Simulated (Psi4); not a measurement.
**One shape, several levels: doublet [CH2F2]−**

Wanted: a comparison of 6 runs (U-revPBE/aug-cc-pVDZ, UB3LYP/aug-cc-pVDZ, UBHLYP/aug-cc-pVDZ, UM06-2X/aug-cc-pVDZ, UM06-L/aug-cc-pVDZ, UTPSS/aug-cc-pVDZ) of doublet [CH2F2]−. 

Program for the calculation: Psi4 1.11.

## Step 1: The structure to begin with

[CH2F2]− has 5 atoms, charge -1, and is taken as a doublet. SMILES of the parent species: `FCF`. The shape is that of a PBE0-D4/def2-TZVP optimisation. That shape belongs to the parent species and isn't relaxed for this state.

Bond lengths: F1–C2 1.351 Å, C2–F3 1.351 Å, C2–H4 1.093 Å, C2–H5 1.094 Å. Angles: F1–C2–F3 108.6°, F1–C2–H4 108.8°, F1–C2–H5 108.8°, F3–C2–H4 108.8°, F3–C2–H5 108.8°, H4–C2–H5 113.0°.

## Step 2: Energy and gradient at U-revPBE/aug-cc-pVDZ (run 1)

File job.inp:

```
memory 1.6 GB

molecule geom {
  -1 2
  F     -1.073300     0.191200     0.698300
  C      0.010100    -0.016900    -0.082300
  F      1.090500    -0.179200     0.713200
  H     -0.142700    -0.932900    -0.659500
  H      0.165300     0.864200    -0.711100
  units angstrom
  symmetry c1
  no_reorient
  no_com
}

set reference uks
set puream true
set e_convergence 1e-09
set d_convergence 1e-08
set scf_type pk
set dft_radial_points 99
set dft_spherical_points 590
set maxiter 100

energy_value, wavefunction = gradient('revpbe/aug-cc-pVDZ', return_wfn=True)
print_variables()
```

Run with:

```console
$ psi4 -n 1 job.inp job.out
```

job.out:

```text
[...]
  Running in c1 symmetry.
[...]
  Nuclear repulsion =   77.468210530799936
[...]
  Multiplicity = 2
[...]
  Nalpha       = 14
  Nbeta        = 13
[...]
    Number of basis functions: 87
[...]
   @UKS iter   1:  -238.47307370082478    1.46773e-01   8.79007e-03 DIIS/ADIIS
[...]
   @UKS iter  14:  -238.91946668642342   -1.84741e-11   2.52930e-09 DIIS
[...]
   @S^2 Observed:                7.500388519E-01
[...]
    Orbital Energies [Eh]
    ---------------------
    Alpha Occupied:
       1A    -24.176515     2A    -24.176503     3A     -9.917247
       4A     -1.032096     5A     -0.976342     6A     -0.506144
       7A     -0.361313     8A     -0.355186     9A     -0.353387
      10A     -0.232024    11A     -0.227025    12A     -0.214950
      13A     -0.155749    14A      0.067148
    Alpha Virtual:
      15A      0.083478    16A      0.120006    17A      0.121700
      18A      0.182733    19A      0.196377    20A      0.237226
      21A      0.249685    22A      0.261772    23A      0.263318
      24A      0.277189    25A      0.287842    26A      0.296889
[...]
  @UKS Final Energy:  -238.91946668642342
   => Energetics <=
    Nuclear Repulsion Energy =             77.4682105307999365
    One-Electron Energy =                -488.0053321135831084
    Two-Electron Energy =                 198.6903625914177383
    DFT Exchange-Correlation Energy =     -27.0727076950579679
    Empirical Dispersion Energy =           0.0000000000000000
    VV10 Nonlocal Energy =                  0.0000000000000000
    Total Energy =                       -238.9194666864234193
[...]
 Multipole Moments:
 ------------------------------------------------------------------------------------
     Multipole            Electronic (a.u.)      Nuclear  (a.u.)        Total (a.u.)
 ------------------------------------------------------------------------------------
 L = 1.  Multiply by 2.5417464519 to convert [e a0] to [Debye]
 Dipole X            :         -0.4723326            0.4497548           -0.0225778
 Dipole Y            :          0.2012197           -0.1173520            0.0838678
 Dipole Z            :        -18.5402624           20.4829304            1.9426681
 Magnitude           :                                                    1.9446086
[...]
  -Total Gradient:
     Atom            X                  Y                   Z
    ------   -----------------  -----------------  -----------------
       1        0.026784923356    -0.005161750867    -0.019998698035
       2       -0.000070027615     0.000674572438     0.025565397143
       3       -0.026704839442     0.003996071971    -0.020370370675
       4        0.001558247362     0.009372770129     0.007153646918
       5       -0.001568283683    -0.008881892947     0.007641501807
[...]
```

It took 42 s on 1 thread of AMD EPYC 7R43 (Zen 3), shared host; peak memory 1.1 GiB.

## Step 3: Energy and forces at UB3LYP/aug-cc-pVDZ (run 2)

File job.json:

```json
{
  "schema_name": "qcschema_input",
  "schema_version": 1,
  "molecule": {
    "schema_name": "qcschema_molecule",
    "schema_version": 2,
    "symbols": ["F", "C", "F", "H", "H"],
    "geometry": [-2.02824305, 0.36131564, 1.31959575, 0.01908623, -0.03193637, -0.15552446, 2.06074634, -0.33863892, 1.34775267, -0.26966392, -1.7629255, -1.24627438, 0.31237173, 1.63310132, -1.34378425],
    "molecular_charge": -1,
    "molecular_multiplicity": 2,
    "fix_symmetry": "c1"
  },
  "driver": "gradient",
  "model": {
    "method": "b3lyp",
    "basis": "aug-cc-pVDZ"
  },
  "keywords": {
    "reference": "uks",
    "puream": true,
    "e_convergence": 1e-09,
    "d_convergence": 1e-08,
    "scf_type": "pk",
    "dft_radial_points": 99,
    "dft_spherical_points": 590,
    "maxiter": 100,
    "scf_properties": ["LOWDIN_CHARGES", "QUADRUPOLE", "WIBERG_LOWDIN_INDICES"]
  }
}
```

Run with:

```console
$ psi4 --qcschema job.json -n 1 --memory 1600MB
```

stdout, cut to the lines that bear on the results:

```text
[...]
  Running in c1 symmetry.
[...]
  Nuclear repulsion =   77.468210557766199
[...]
  Multiplicity = 2
[...]
  Nalpha       = 14
  Nbeta        = 13
[...]
    Number of basis functions: 87
[...]
   @UKS iter   1:  -238.62477393460458    1.73490e-02   7.90873e-03 ADIIS/DIIS
[...]
   @UKS iter  13:  -238.99654976787900   -8.69704e-12   2.51990e-09 DIIS
[...]
   @S^2 Observed:                7.500504255E-01
[...]
  @UKS Final Energy:  -238.99654976787900
   => Energetics <=
    Nuclear Repulsion Energy =             77.4682105577661986
    One-Electron Energy =                -488.2231659147749951
    Two-Electron Energy =                 193.7211959353961959
    DFT Exchange-Correlation Energy =     -21.9627903462664058
    Empirical Dispersion Energy =           0.0000000000000000
    VV10 Nonlocal Energy =                  0.0000000000000000
    Total Energy =                       -238.9965497678790030
[...]
 Multipole Moments:
 ------------------------------------------------------------------------------------
     Multipole            Electronic (a.u.)      Nuclear  (a.u.)        Total (a.u.)
 ------------------------------------------------------------------------------------
 L = 1.  Multiply by 2.5417464519 to convert [e a0] to [Debye]
 Dipole X            :         -0.0103635            0.0050676           -0.0052959
 Dipole Y            :          0.1552468           -0.0757344            0.0795125
 Dipole Z            :          5.3470069           -2.6109082            2.7360987
 Magnitude           :                                                    2.7372589
 L = 2.  Multiply by 1.3450342976 to convert [e a0^2] to [Debye ang]
 Quadrupole XX       :       -104.4389144           75.4087096          -29.0302048
 Quadrupole XY       :         10.8057557          -11.8922736           -1.0865179
[...]
  -Total Gradient:
     Atom            X                  Y                   Z
    ------   -----------------  -----------------  -----------------
       1        0.016755348562    -0.003285046657    -0.014508302913
       2       -0.000063023053     0.000556092027     0.021511366862
       3       -0.016696523873     0.002442727308    -0.014742241951
       4        0.000723395918     0.004357928649     0.003766062309
       5       -0.000719193889    -0.004071711347     0.003972299214
[...]
```

The result, in JSON:

```text
{
 "driver": "gradient",
 "model": {
  "method": "b3lyp",
  "basis": "aug-cc-pVDZ"
 },
 "success": true,
 "return_result": [0.016755348561872385, -0.00328504665740649, -0.014508302912868226, -6.302305317579e-05, 0.0005560920274261753, 0.021511366861836412, -0.016696523872836044, 0.0024427273078609403, -0.014742241951276963, 0.0007233959184296604, 0.004357928648836537, 0.003766062308636048, -0.0007191938893397684, -0.004071711347483645, 0.00397229921393584],
 "properties": {
  "calcinfo_nbasis": 87,
  "calcinfo_nmo": 87,
  "calcinfo_nalpha": 14,
  "calcinfo_nbeta": 13,
  "calcinfo_natom": 5,
  "nuclear_repulsion_energy": 77.4682105577662,
  "return_energy": -238.996549767879,
  "return_gradient": [0.016755348561872385, -0.00328504665740649, -0.014508302912868226, -6.302305317579e-05, 0.0005560920274261753, 0.021511366861836412, -0.016696523872836044, 0.0024427273078609403, -0.014742241951276963, 0.0007233959184296604, 0.004357928648836537, 0.003766062308636048, -0.0007191938893397684, -0.004071711347483645, 0.00397229921393584],
  "scf_one_electron_energy": -488.223165914775,
  "scf_two_electron_energy": 193.7211959353962,
  "scf_xc_energy": -21.962790346266406,
  "scf_dipole_moment": [-0.005295869755813816, 0.07951246959859717, 2.7360986908950355],
  "scf_total_energy": -238.996549767879,
  "scf_total_gradient": [0.016755348561872385, -0.00328504665740649, -0.014508302912868226, -6.302305317579e-05, 0.0005560920274261753, 0.021511366861836412, -0.016696523872836044, 0.0024427273078609403, -0.014742241951276963, 0.0007233959184296604, 0.004357928648836537, 0.003766062308636048, -0.0007191938893397684, -0.004071711347483645, 0.00397229921393584],
  "scf_iterations": 13
 }
}
```

It took 37 s on 1 thread of AMD EPYC 7R43 (Zen 3), shared host; peak memory 1 GiB.

Runs 3 to 5 aren't shown in full; the table further down has their settings and results.

## Step 4: Energy and gradient at UTPSS/aug-cc-pVDZ (run 6)

File input.inp:

```
memory 1600 mb

molecule geom {
  -1 2
  F     -1.073300     0.191200     0.698300
  C      0.010100    -0.016900    -0.082300
  F      1.090500    -0.179200     0.713200
  H     -0.142700    -0.932900    -0.659500
  H      0.165300     0.864200    -0.711100
  symmetry c1
  no_reorient
  no_com
}

set {
  basis                aug-cc-pVDZ
  reference            uks
  puream               true
  e_convergence        1e-09
  d_convergence        1e-08
  scf_type             pk
  dft_radial_points    99
  dft_spherical_points 590
  maxiter              100
}

E, wfn = gradient("tpss", return_wfn=True)
oeprop(wfn, "MULLIKEN_CHARGES", "MAYER_INDICES", "WIBERG_LOWDIN_INDICES", title="TPSS")
```

Run with:

```console
$ psi4 -n 1 input.inp input.out
```

input.out, cut to the lines that bear on the results:

```text
[...]
  Running in c1 symmetry.
[...]
  Nuclear repulsion =   77.468210530799936
[...]
  Multiplicity = 2
[...]
  Nalpha       = 14
  Nbeta        = 13
[...]
    Number of basis functions: 87
[...]
   @UKS iter   1:  -238.58194357773638    1.18987e-01   8.67517e-03 DIIS/ADIIS
[...]
   @UKS iter  14:  -239.01750543877003   -1.52625e-11   3.30841e-09 DIIS
[...]
   @S^2 Observed:                7.501715013E-01
[...]
  @UKS Final Energy:  -239.01750543877003
   => Energetics <=
    Nuclear Repulsion Energy =             77.4682105307999365
    One-Electron Energy =                -488.1111916150662182
    Two-Electron Energy =                 198.8186113667072163
    DFT Exchange-Correlation Energy =     -27.1931357212109575
    Empirical Dispersion Energy =           0.0000000000000000
    VV10 Nonlocal Energy =                  0.0000000000000000
    Total Energy =                       -239.0175054387700300
[...]
 Multipole Moments:
 ------------------------------------------------------------------------------------
     Multipole            Electronic (a.u.)      Nuclear  (a.u.)        Total (a.u.)
 ------------------------------------------------------------------------------------
 L = 1.  Multiply by 2.5417464519 to convert [e a0] to [Debye]
 Dipole X            :         -0.4723211            0.4497548           -0.0225663
 Dipole Y            :          0.2011043           -0.1173520            0.0837523
 Dipole Z            :        -18.5447098           20.4829304            1.9382206
 Magnitude           :                                                    1.9401605
[...]
  -Total Gradient:
     Atom            X                  Y                   Z
    ------   -----------------  -----------------  -----------------
       1        0.022958818874    -0.004470270102    -0.018758566256
       2       -0.000078360214     0.000794668552     0.029701252571
       3       -0.022883640867     0.003378512104    -0.019077757893
       4        0.000906889699     0.005436616143     0.003926237375
       5       -0.000903674260    -0.005139912236     0.004194554514
[...]
  Mulliken Charges: (a.u.)
   Center  Symbol    Alpha    Beta     Spin     Total
       1     F     4.77160  4.67267  0.09893 -0.44426
       2     C     0.48517  2.40654 -1.92137  3.10828
       3     F     4.77161  4.67268  0.09893 -0.44428
       4     H     1.98599  0.62412  1.36187 -1.61011
[...]
```

It took 1.9 min on 1 thread of AMD EPYC 7R43 (Zen 3), shared host; peak memory 0.93 GiB.

## Step 5: Overview of the runs

```tsv
run	level	task	energy (Eh)	HOMO energy (eV)	LUMO energy (eV)	⟨S²⟩	wall time
1	U-revPBE/aug-cc-pVDZ	gradient	-238.919467	1.83	2.27	0.750	42 s
2	UB3LYP/aug-cc-pVDZ	gradient	-238.996550	1.67	2.64	0.750	37 s
3	UBHLYP/aug-cc-pVDZ	energy	-238.891219	1.43	3.17	0.750	27 s
4	UM06-2X/aug-cc-pVDZ	energy	-238.901694	1.51	3.28	0.750	95 s
5	UM06-L/aug-cc-pVDZ	energy	-238.947390	2.08	2.46	0.751	1.9 min
6	UTPSS/aug-cc-pVDZ	gradient	-239.017505	1.88	2.32	0.750	1.9 min
```

## Step 6: What came out

```
                                 quantity          value
                      run 6: total energy  -239.01751 Eh
run 6: HOMO energy (highest over α and β)        1.88 eV
 run 6: LUMO energy (lowest over α and β)        2.32 eV
                              run 6: ⟨S²⟩          0.750
          run 6: largest force on an atom     1.542 eV/Å
```

What this shows: Totals of different functionals can't be ranked against each other. In runs 1, 2, 3, 4, 5, 6 the HOMO lies above zero, so the outermost electron may be held by the basis alone. All runs together took 7.2 min, the longest 1.9 min.
